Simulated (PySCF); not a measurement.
PySCF input:

```python
from pyscf import gto, scf, dft

mol = gto.M(
    atom='''
    C     0.61723220    1.81496136   -0.01180263
    C     0.63017707    0.50244316   -0.00264856
    C    -0.56023880   -0.34796635    0.00166745
    C    -0.51540923   -1.68016968    0.01100151
    H    -0.10835360    2.61332352   -0.01833770
    H     1.58697970   -0.01948594    0.00227373
    H    -1.51868680    0.16047769   -0.00316319
    H     0.42761727   -2.21403873    0.01598836
    H    -1.41812403   -2.27588747    0.01393218
    ''',
    basis='def2-tzvpd',
    charge=0,
    spin=1,
    verbose=4,
)

mf = dft.UKS(mol, xc='tpssh').density_fit(auxbasis='def2-universal-jkfit')
mf.grids.level = 3
mf.conv_tol = 1e-9
mf.max_cycle = 100
mf.max_memory = 1500
mf.kernel()
if not mf.converged:
    mf = mf.newton()
    mf.kernel(mf.make_rdm1())
for _ in range(2):
    mo, _, stable, _ = mf.stability(return_status=True)
    if stable:
        break
    mf.kernel(mf.make_rdm1(mo, mf.mo_occ))
mf.analyze()
```

### Question
Which total energy does the run end on?

### Answer
-155.37612 Eh (TPSSh/def2-TZVPD).

It need not be the lowest isomer of its formula.
